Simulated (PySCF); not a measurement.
```csv
atom,x (Å),y (Å),z (Å)
H,0.0000,0.0000,1.4858
Cl,0.0000,0.0000,0.0000
H,0.0000,0.0000,-1.4858
```

Basis set: cc-pVTZ on H; cc-pV(T+d)Z on Cl (spherical functions). Correlated methods keep 5 orbitals frozen. Charge -1, multiplicity 1.

Starred EOM-CCSD(T)(a) on the restricted Hartree–Fock determinant with PySCF 2.14.0; the energies are vertical.

(1) The solver was asked for the few lowest roots only. Give the ionization energies of singlet H2Cl(-) among them whose weight of singles is over 0.7.

## Answers

(1)

```json
{"root": "1", "energy (eV)": "0.54", "weight of singles": "0.95"}
{"root": "2", "energy (eV)": "5.18", "weight of singles": "0.95"}
{"root": "3", "energy (eV)": "5.18", "weight of singles": "0.95"}
```

Higher main lines weren't sought. Caution: no diffuse functions for an anion.
